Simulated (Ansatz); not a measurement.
Reaction (SMILES): [SiH3] (SiH3) → [SiH3-] (an electron is taken up)
B3LYP-D3(BJ)/def2-TZVP geometries, fixed; electronic energies without zero-point terms; positive where energy is released.

Effect of a fitting basis named in the input at MP2/cc-pV(T+d)Z with Ansatz (a quantum-chemistry and plane-wave program), against the last row, where the adiabatic electron affinity is 0.96 eV. Cores are frozen. Open shells are unrestricted. The default fits or decomposes integrals by the program's own choice; accuracy: high also tightens integrals, grids and stops.

| setting | largest shift of a total energy (mEh) | shift of the adiabatic electron affinity (eV) |
|---|---|---|
| fitting: def2-universal-jkfit and def2-SVP-RIFIT | 0.254 | -0.006 |
| fitting: def2-universal-jkfit and cc-pVDZ-RIFIT | 0.600 | -0.008 |
| fitting: def2-universal-jkfit and cc-pVTZ-RIFIT | 0.074 | 0.000 |
| fitting: def2-universal-jkfit and aug-cc-pVTZ-RIFIT | 0.055 | 0.000 |
| fitting: def2-universal-jkfit and cc-pVQZ-RIFIT | 0.058 | 0.000 |
| fitting: def2-universal-jkfit and aug-cc-pVQZ-RIFIT | 0.045 | 0.000 |
| accuracy: high | -0.001 | 0.000 |
| accuracy: medium (default) | 0.000 | 0.000 |

Within 0.002 eV in the adiabatic electron affinity: fitting: def2-universal-jkfit and cc-pVTZ-RIFIT; fitting: def2-universal-jkfit and aug-cc-pVTZ-RIFIT; fitting: def2-universal-jkfit and cc-pVQZ-RIFIT; fitting: def2-universal-jkfit and aug-cc-pVQZ-RIFIT; accuracy: high. The largest shift is 0.600 mEh in a total energy and 0.008 eV in the difference.
